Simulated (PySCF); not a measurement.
**How the method moves the HOMO and LUMO of 1,3-propanediol**

Species: 1,3-propanediol, C₃H₈O₂.
Numbering: `[OH:1][CH2:2][CH2:3][CH2:4][OH:5]` (hydrogens: H6 on O1; H7, H8 on C2; H9, H10 on C3; H11, H12 on C4; H13 on O5)

Structure used (PBE0-D3(BJ)/def2-SVP), in Å, numbered top down from 1:
```
atom  x, y, z in Å
O1    -1.5765    1.0541    0.5177
C2    -1.2356   -0.2991    0.5514
C3    -0.2208   -0.6825   -0.5187
C4     1.1579   -0.1070   -0.2676
O5     1.0601    1.3039   -0.2178
H6    -0.7441    1.5366    0.4060
H7    -0.8360   -0.6046    1.5452
H8    -2.1632   -0.8774    0.4039
H9    -0.1312   -1.7801   -0.5780
H10   -0.5902   -0.3307   -1.4971
H11    1.5497   -0.5054    0.6899
H12    1.8548   -0.4253   -1.0668
H13    1.9043    1.6701    0.0625
```

Basis pcSseg-2 throughout (PySCF), one geometry. Isolated species at its PBE0-D3(BJ)/def2-SVP geometry (one conformer only).

Q: How do the orbital energies, the gap and the dipole change with the method?

A: 
```json
{"method": "BLYP", "kind": "GGA", "HOMO (eV)": "-5.70", "LUMO (eV)": "-0.61", "gap (eV)": "5.09", "μ (D)": "3.44", "SCF cycles": "15"}
{"method": "OPBE", "kind": "GGA", "HOMO (eV)": "-5.71", "LUMO (eV)": "-0.46", "gap (eV)": "5.24", "μ (D)": "3.31", "SCF cycles": "14"}
{"method": "PBE", "kind": "GGA", "HOMO (eV)": "-5.77", "LUMO (eV)": "-0.55", "gap (eV)": "5.21", "μ (D)": "3.41", "SCF cycles": "15"}
{"method": "B97-D", "kind": "GGA", "HOMO (eV)": "-5.80", "LUMO (eV)": "-0.41", "gap (eV)": "5.39", "μ (D)": "3.41", "SCF cycles": "15"}
{"method": "BP86", "kind": "GGA", "HOMO (eV)": "-5.88", "LUMO (eV)": "-0.41", "gap (eV)": "5.47", "μ (D)": "3.43", "SCF cycles": "15"}
{"method": "LDA", "kind": "LDA", "HOMO (eV)": "-5.89", "LUMO (eV)": "-0.64", "gap (eV)": "5.25", "μ (D)": "3.55", "SCF cycles": "15"}
{"method": "KT2", "kind": "GGA", "HOMO (eV)": "-5.95", "LUMO (eV)": "-0.50", "gap (eV)": "5.46", "μ (D)": "3.33", "SCF cycles": "15"}
{"method": "KT3", "kind": "GGA", "HOMO (eV)": "-5.96", "LUMO (eV)": "-0.73", "gap (eV)": "5.23", "μ (D)": "3.29", "SCF cycles": "15"}
{"method": "B97-2", "kind": "global hybrid", "HOMO (eV)": "-7.12", "LUMO (eV)": "0.25", "gap (eV)": "7.37", "μ (D)": "3.50", "SCF cycles": "13"}
{"method": "B3LYP", "kind": "global hybrid", "HOMO (eV)": "-7.17", "LUMO (eV)": "-0.13", "gap (eV)": "7.04", "μ (D)": "3.55", "SCF cycles": "13"}
{"method": "PBE0", "kind": "global hybrid", "HOMO (eV)": "-7.40", "LUMO (eV)": "0.23", "gap (eV)": "7.63", "μ (D)": "3.53", "SCF cycles": "13"}
{"method": "mPW1PW91", "kind": "global hybrid", "HOMO (eV)": "-7.44", "LUMO (eV)": "0.19", "gap (eV)": "7.63", "μ (D)": "3.54", "SCF cycles": "13"}
{"method": "CAM-B3LYP", "kind": "range-separated hybrid", "HOMO (eV)": "-8.90", "LUMO (eV)": "0.87", "gap (eV)": "9.77", "μ (D)": "3.65", "SCF cycles": "13"}
{"method": "BHandHLYP", "kind": "global hybrid", "HOMO (eV)": "-9.01", "LUMO (eV)": "0.73", "gap (eV)": "9.74", "μ (D)": "3.67", "SCF cycles": "11"}
{"method": "wB97X-D", "kind": "range-separated hybrid", "HOMO (eV)": "-9.34", "LUMO (eV)": "1.97", "gap (eV)": "11.30", "μ (D)": "3.59", "SCF cycles": "13"}
{"method": "LC-wPBE", "kind": "range-separated hybrid", "HOMO (eV)": "-10.22", "LUMO (eV)": "2.05", "gap (eV)": "12.28", "μ (D)": "3.68", "SCF cycles": "12"}
{"method": "HF", "kind": "Hartree–Fock", "HOMO (eV)": "-11.50", "LUMO (eV)": "2.40", "gap (eV)": "13.90", "μ (D)": "3.76", "SCF cycles": "10"}
```

The HOMO spans 5.81 eV, from BLYP down to HF, and the gap runs from 5.09 eV (BLYP) to 13.90 eV (HF). Over the methods BLYP (0 %), OPBE (0 %), PBE (0 %), B97-D (0 %), BP86 (0 %), LDA (0 %), KT2 (0 %), KT3 (0 %), B97-2 (21 %), B3LYP (20 %), PBE0 (25 %), mPW1PW91 (25 %), BHandHLYP (50 %), HF (100 %), a straight line through the gap against the share of exact exchange rises by 0.87 eV for each 10 % (correlation coefficient 0.999). The dipole ranges from 3.29 D (KT3) to 3.76 D (HF). This basis has no diffuse functions.

The vertical ΔSCF ionisation energy at CAM-B3LYP/def2-SVPD is 10.09 eV; −ε(HOMO) comes closest to it with LC-wPBE (10.22 eV).
